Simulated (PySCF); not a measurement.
Methanethial, CH2S.
Numbering: `[CH2:1]=[S:2]` (hydrogens: H3, H4 on C1)

A GFN2-xTB structure was refined with PBE0-D3(BJ)/def2-TZVP geometry optimisation, gas phase (PySCF 2.14.0). Its GFN2-xTB values:

```
coordinate  GFN2-xTB
     C1=S2   1.605 Å
     C1–H3   1.082 Å
  S2–C1–H3    121.6°
  H3–C1–H4    116.8°
```

How do these coordinates change at the PBE0-D3(BJ)/def2-TZVP level?

```json
{"coordinate": "C1–H3", "PBE0-D3(BJ)/def2-TZVP (Å or °)": "1.090", "change": "+0.008"}
{"coordinate": "C1=S2", "PBE0-D3(BJ)/def2-TZVP (Å or °)": "1.599", "change": "-0.006"}
{"coordinate": "H3–C1–H4", "PBE0-D3(BJ)/def2-TZVP (Å or °)": "115.6", "change": "-1.2"}
{"coordinate": "S2–C1–H3", "PBE0-D3(BJ)/def2-TZVP (Å or °)": "122.2", "change": "+0.6"}
```

The energy falls by 0.08 kcal/mol over 4 energy and gradient evaluations, the largest force component goes from 0.0114 to 2.2e-04 Eh/bohr, and the atoms move by 0.006 Å rms after alignment. Among the bonds, C1–H3 and C1–H4 change most and about equally (+0.008 Å). Bonds longer at the end by more than 0.005 Å: 2 of 3; shorter: 1. Rotational constants go from 294969, 17870, 16849 to 294488, 17937, 16907 MHz.

The run used 80 basis functions and 26 SCF cycles in all. The run took 6.7 s on one thread of an Intel Xeon Platinum 8259CL at 2.50 GHz, no GPU, shared host with 96 logical CPUs at a one-minute load of 36, and the process peaked at 0.33 GiB of memory.

PBE0-D3(BJ)/def2-TZVP frequencies: not computed here.
